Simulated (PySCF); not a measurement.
# One shape, several levels: NH2 (SMILES [NH2])

Aim: a comparison of 3 runs (UPBE0/SBKJC, UCCSDT/SBKJC, FCI/SBKJC) of NH2. The job is set up through a Python script.

The calculation is run with PySCF 2.14.0.

11 further runs of the same task are left out: 1 that didn't finish, 10 set aside as unsound or not needed.

### Step 1. The structure to begin with

The species is NH2 (3 atoms), meant as a doublet with charge 0. SMILES: `[NH2]`. One bond was lengthened or shortened from a relaxed shape.

Bond lengths: N1–H2 1.217 Å, N1–H3 1.014 Å. Angles: H2–N1–H3 110.0°.

### Step 2. A single-point energy at UPBE0/SBKJC (core potential) (run 1)

The input, job.py:

```python
from pyscf import gto, dft

system = gto.M(
    atom=[
    ('N', (0.337505, -0.382739, 0.146769)),
    ('H', (0.155580, 0.820260, 0.174790)),
    ('H', (-0.432435, -0.838569, -0.330891)),
],
    max_memory=1860,
    spin=1,
    basis='sbkjc',
    ecp={'N': 'sbkjc'},
    verbose=4,
)

calc0 = dft.UKS(system, xc='pbe0')
calc0.conv_tol = 1e-10
calc0.grids.level = 5
calc0.kernel()
if not calc0.converged:
    calc0 = calc0.newton().run(calc0.mo_coeff, calc0.mo_occ)

etot = calc0.e_tot
print(f'total energy: {etot:.8f} hartree')
```

Started as:

```bash
$ OMP_NUM_THREADS=1 python job.py
```

Log:

```text
PySCF version 2.14.0

[... 51 lines left out ...]
WARN: HOMO -0.0410670678073087 >= LUMO -0.041067067807309
[... 42 lines left out ...]
converged SCF energy = -10.9782341295137  <S^2> = 0.75343145  2S+1 = 2.0034285
total energy: -10.97823413 hartree
```

Run time: 1.4 s. Hardware: 1 thread of Arm Neoverse V2, shared host; peak memory 0.16 GiB.

### Step 3. The energy at UCCSDT/SBKJC (core potential) (run 2)

The input, input.py:

```python
from pyscf import gto, cc

mol = gto.Mole()
mol.atom = [
    ('N', (0.337505, -0.382739, 0.146769)),
    ('H', (0.155580, 0.820260, 0.174790)),
    ('H', (-0.432435, -0.838569, -0.330891)),
]
mol.ecp = {'N': 'sbkjc'}
mol.max_memory = 1860
mol.charge = 0
mol.spin = 1
mol.basis = 'sbkjc'
mol.verbose = 4
mol.build()

calc0 = mol.UHF()
calc0.conv_tol = 1e-10
calc0.kernel()
if not calc0.converged:
    calc0 = calc0.newton().run(calc0.mo_coeff, calc0.mo_occ)

mycc = cc.CCSDT(calc0)
mycc.kernel()
e_final = mycc.e_tot
print('E(%s) = %.9f' % ('CCSDT', e_final))
```

Started as:

```bash
$ OMP_NUM_THREADS=1 python input.py
```

Log:

```text
PySCF version 2.14.0

[... 91 lines left out ...]
converged SCF energy = -10.7446650860105  <S^2> = 0.76741015  2S+1 = 2.017335
[... 20 lines left out ...]
WARN: A large `blksize_v_aab` is being used, which may cause large memory consumption
[... 27 lines left out ...]
UCCSDT converged
[... 3 lines left out ...]
E(CCSDT) = -10.844184946
```

It took 1.1 s on 1 thread of Arm Neoverse V2, shared host; peak memory 0.12 GiB.

### Step 4. The energy at FCI/SBKJC (core potential) (run 3)

The input, run.py:

```python
from pyscf import gto, mcscf

system = gto.M(
    atom=[
    ('N', (0.337505, -0.382739, 0.146769)),
    ('H', (0.155580, 0.820260, 0.174790)),
    ('H', (-0.432435, -0.838569, -0.330891)),
],
    charge=0,
    basis='sbkjc',
    verbose=3,
    ecp={'N': 'sbkjc'},
    max_memory=1860,
    spin=1,
)

calc0 = system.ROHF()
calc0.conv_tol = 1e-10
calc0.kernel()
if not calc0.converged:
    calc0 = calc0.newton().run(calc0.mo_coeff, calc0.mo_occ)

cas = mcscf.CASCI(calc0, calc0.mo_coeff.shape[-1] - 0, (system.nelec[0] - 0, system.nelec[1] - 0))  # full CI above the frozen core
cas.fix_spin_(ss=0.75)
cas.kernel()
energy = cas.e_tot
print('E = %.10f Eh' % energy)
```

Started as:

```bash
$ OMP_NUM_THREADS=1 python run.py
```

Log:

```text
converged SCF energy = -10.7418781640869
CASCI E = -10.8444050279096  E(CI) = -15.9161488873452  S^2 = 0.7500000
E = -10.8444050279 Eh
```

Wall time 2.2 s (1 thread of Arm Neoverse V2, shared host); peak memory 0.14 GiB.

### Step 5. All runs side by side

```csv
run,level,integration grid,frozen core orbitals,energy (Eh),dipole moment (D) of the reference,HOMO energy (eV),LUMO energy (eV),wall time
1,UPBE0/SBKJC (core potential),5,–,-10.978234,2.31,-7.82,-2.26,1.4 s
2,UCCSDT/SBKJC (core potential),–,0,-10.844185,2.37,-11.61,3.23,1.1 s
3,FCI/SBKJC (core potential),–,0,-10.844405,2.37,–,–,2.2 s
```

### Step 6. Summary of results

| quantity | value |
| --- | --- |
| run 3: total energy | -10.84441 Eh |
| run 3: dipole moment (Hartree–Fock density) | 2.37 D |
| run 3: correlation energy | -102.5 mEh |

In words: Against full CI in this basis: UCCSDT +0.2 mEh. All runs together took 4.7 s, the longest 2.2 s.
